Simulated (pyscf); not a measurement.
Thermochemistry of product channels of H₂N–AlH₂ + H₂C=CH₂ on the singlet surface, in kcal/mol, from CCSD(T)/def2-TZVPP + ΔMP2(QZVPP) energies (ideal gas, 1 atm, RRHO with modes under 100 cm⁻¹ raised to 100, one conformer, R ln 2 for chiral ones without a mode under 150 cm⁻¹). Optimised with ωB97X-D3(BJ)/def2-SVP in PySCF. Correlated levels are frozen-core, on RHF or UHF. ΔMP2 is the change of the MP2 total energy from the triple- to the quadruple-zeta basis.

| products | ΔE | ΔH(298 K) | ΔG(900 K) | ΔG(1200 K) |
|---|---|---|---|---|
| H₃C–CH₂–AlH–NH₂ | -30.9 | -26.9 | +2.1 | +11.3 |
| H₃C–CH₂–NH–AlH₂ | -16.1 | -12.9 | +19.3 | +29.8 |

The channel to H₃C–CH₂–AlH–NH₂ turns unfavourable between 298 and 1200 K (ΔG from -17.1 kcal/mol to +11.3 kcal/mol). The channel to H₃C–CH₂–NH–AlH₂ turns unfavourable between 298 and 1200 K (ΔG from -2.2 kcal/mol to +29.8 kcal/mol).

These are energies of the channels, which say nothing of barriers. H₃C–CH₂–AlH–NH₂ lies 14.9 kcal/mol over its isomer H₃C–Al(CH₃)–NH₂ (electronic energy, ωB97M-D3(BJ)). H₃C–CH₂–NH–AlH₂ lies 29.3 kcal/mol over its isomer H₃C–Al(CH₃)–NH₂ (electronic energy, ωB97M-D3(BJ)). The CCSD(T) − MP2 part came from Ansatz, without density fitting, on the same reference.
